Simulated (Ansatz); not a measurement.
Reaction: C2H4Cl2 (SMILES C(Cl)CCl) → C2H4Cl (SMILES [CH2]CCl, doublet) + Cl (doublet) (the C-Cl bond breaks)
Each species at its own B3LYP-D3(BJ)/def2-TZVP minimum (Ansatz, a quantum-chemistry and plane-wave program), one conformer.

Total energies in hartree (Ansatz). UHF or UKS for unpaired electrons; spin-orbit terms are left out. Correlated methods leave the cores frozen. No relativity.

```csv
species,HF/cc-pV(T+d)Z,CCSD(T)/cc-pV(T+d)Z,HF/cc-pV(Q+d)Z,CCSD(T)/cc-pV(Q+d)Z,CCSD(T)/cc-pV(D+d)Z,CCSDT(Q)/cc-pV(D+d)Z
1: C2H4Cl2 (SMILES ClCCCl),-997.13711,-997.94630,-997.14940,-998.01734,-997.71164,-997.71381
"2: C2H4Cl (SMILES [CH2]CCl, doublet)",-537.56679,-538.13897,-537.57552,-538.18557,-537.98044,-537.98222
3: Cl (doublet),-459.48556,-459.67356,-459.48916,-459.69449,-459.60403,-459.60445
```

### Question
Work out the bond dissociation energy (electronic) in kcal/mol: take Hartree-Fock from cc-pV(Q+d)Z, extrapolate the CCSD(T) correlation energy as X^-3 (X = 3, 4), and add CCSDT(Q) - CCSD(T) in cc-pV(D+d)Z. 1 hartree = 627.51 kcal/mol.

### Answer

Species 1: correlation (64·(-0.86794) - 27·(-0.80919))/37 = -0.91081; step -0.00217; E1 = -997.14940 + (-0.91081) + (-0.00217) = -998.06238
Species 2: correlation (64·(-0.61005) - 27·(-0.57218))/37 = -0.63768; step -0.00178; E2 = -537.57552 + (-0.63768) + (-0.00178) = -538.21498
Species 3: correlation (64·(-0.20533) - 27·(-0.18800))/37 = -0.21798; step -0.00042; E3 = -459.48916 + (-0.21798) + (-0.00042) = -459.70756
-1·E1 +1·E2 +1·E3 = 0.13984 hartree = 87.8 kcal/mol.
